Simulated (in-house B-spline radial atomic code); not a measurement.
## RPA and G0W0 on HSE06: Ar

Configuration [Ne] 3s2 3p6, mean-field start HSE06. Computed with a B-spline radial code for spherical atoms: all electrons, non-relativistic, point nucleus, each spin shell either full or empty, empty states to l = 9 with an (l + 1/2)⁻⁴ tail; G0W0 by contour deformation at full frequency.

Command:
```bash
python run_gw.py task.json out
```
Settings (radii: box in bohr, nucleus in fm):
```
Z                        18
electrons                18
configuration            [Ne] 3s2 3p6
hamiltonian              nr
method                   hse06
lmax                     9
spin_polarised           False
box_radius               40
intervals                53
```

Time taken, with all properties: 0.7 s on 1 thread of Intel(R) Xeon(R) 6975P-C, on a shared host.

Energies (hartree):

```tsv
term	value
mean-field total	-527.40751
Hartree-Fock functional on these orbitals	-526.81132
direct second order	-1.2511
second-order exchange	0.42415
SOSEX correction	0.38107
```

Q: What is the RPA correlation energy, and what remains with SOSEX?

A: RPA gives -1.0723 hartree (-1.62 eV per electron); RPA + SOSEX gives -0.69119, and the second-order doubles -0.82696 hartree (no singles). RPA lacks exchange-type terms and so overcorrelates at short range.

Quasi-particle levels (eV):

```tsv
level	occupied	mean field	Σx - vxc	Σc	QP weight	G0W0
3p	yes	-11.563	-4.41	?	?	?
```

G0W0 = mean field + (Σx - vxc) + Σc, with Σc (partial-wave tail included) taken at the quasi-particle energy. Only the outer levels were computed. Levels of low weight are left out.

Q: Where does G0W0 put 3p?

A: At -15.677 eV, with Σc = 0.29 eV and a quasi-particle weight of 0.878. The tabulated removal energy is 15.760 eV (NIST, measured); the calculation leaves out relativity, Breit and QED terms, and what these don't explain is the method's own error.
